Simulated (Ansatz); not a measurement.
Geometry optimisation, RKS PBE0-D4/6-31G* (Ansatz 0.2.0).

Input file:

```yaml
crystal:
  periodic: [false, false, false]
  atoms:
    - { symbol: "N", position_ang: [-0.1342, 1.7876, 0.5459] }
    - { symbol: C, position_ang: [-0.469, 0.4031, 0.6234] }
    - { symbol: C, position_ang: [0.5901, -0.3403, -0.0847] }
    - { symbol: C, position_ang: [0.4283, -1.6446, -0.7597] }
    - { symbol: O, position_ang: [0.4785, -0.4381, -1.5136] }
    - { symbol: H, position_ang: [-0.9755, 2.37, 0.9024] }
    - { symbol: H, position_ang: [-0.0918, 2.0848, -0.4503] }
    - { symbol: H, position_ang: [-1.4048, 0.2122, 0.1711] }
    - { symbol: H, position_ang: [-0.5002, 0.1234, 1.7183] }
    - { symbol: H, position_ang: [1.611, -0.1569, 0.359] }
    - { symbol: H, position_ang: [-0.6409, -2.0973, -0.6592] }
    - { symbol: H, position_ang: [1.1854, -2.3592, -0.8185] }
basis:
  gaussian: { orbitals: "6-31G*" }
hamiltonian:
  xc: pbe0
  dispersion: d4
relax:
  f_tol: 0.02
  max_steps: 50
```

Command:

```bash
$ ansatz run input.yaml --threads 2 --pin off --max-ram 3072MiB --backend cpu --events-out ev --progress --plain --runs-dir out
```

Q: Where does it end, and by what steps?

A: It converged. After 5 steps the energy has fallen by 0.480 eV; H8 moved furthest, 0.12 Å.

```
step  energy less start (eV)  largest force component (eV/Å)  accepted
   0                  0.0000                           4.346       yes
   1                 -0.4221                           1.470       yes
   2                 -0.4749                           0.198       yes
   3                 -0.4789                           0.058       yes
   4                 -0.4801                           0.037       yes
   5                 -0.4804                           0.013       yes
```

```xyz
12
Properties=species:S:1:pos:R:3
N -0.173 1.835 0.501
C -0.462 0.415 0.624
C 0.633 -0.371 -0.038
C 0.368 -1.634 -0.724
O 0.561 -0.436 -1.462
H -0.899 2.382 0.954
H -0.189 2.088 -0.484
H -1.425 0.098 0.185
H -0.489 0.157 1.690
H 1.636 -0.179 0.346
H -0.646 -2.036 -0.741
H 1.163 -2.374 -0.816
```

Whether the end is a true minimum wasn't checked by a vibrational analysis.

The run took 14 s on 2 threads of Arm Neoverse V2, with other jobs on the host, peak memory 0.18 GiB.
